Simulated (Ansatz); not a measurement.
We consider rhombohedral A7 Sb, described by RPBE (PAW; Ansatz, a quantum-chemistry and plane-wave program).

Settings: plane-wave cutoff 520 eV, 18×18×18 k mesh, Fermi–Dirac smearing 0.068 eV (set by the program), scalar-relativistic PAW data made under PBE.

Cell (relaxed at this level):

```cif
data_Sb2
_chemical_formula_sum 'Sb2'
_space_group_name_H-M_alt 'P 1'
_space_group_IT_number 1
_cell_length_a 4.73286
_cell_length_b 4.73286
_cell_length_c 4.73286
_cell_angle_alpha 55.362
_cell_angle_beta 55.362
_cell_angle_gamma 55.362
loop_
_space_group_symop_operation_xyz
  'x, y, z'
loop_
_atom_site_label
_atom_site_type_symbol
_atom_site_fract_x
_atom_site_fract_y
_atom_site_fract_z
_atom_site_occupancy
Sb1 Sb 0.76974 0.76974 0.76974 1
Sb2 Sb 0.23026 0.23026 0.23026 1
```

Problem. What does this level give for the Young modulus, Voigt–Reuss–Hill bulk modulus, elastic constant C11, Poisson ratio, elastic constant C66, elastic constant C12, elastic constant C13, elastic constant C33 and elastic constant C44?

Solution. 
- Young modulus: 40.5 GPa
- Voigt–Reuss–Hill bulk modulus: 24.6 GPa
- elastic constant C11: 74.0 GPa
- Poisson ratio: 0.226
- elastic constant C66: 25.3 GPa
- elastic constant C12: 23.4 GPa
- elastic constant C13: 14.9 GPa
- elastic constant C33: 19.3 GPa
- elastic constant C44: 18.3 GPa

Note: the cell comes from a level without a dispersion term, which matters for the spacing of layers, chains or molecules.

Elastic constants are with the ions relaxed.

Spin–orbit coupling is not included.

Static lattice: no zero-point or thermal effects.
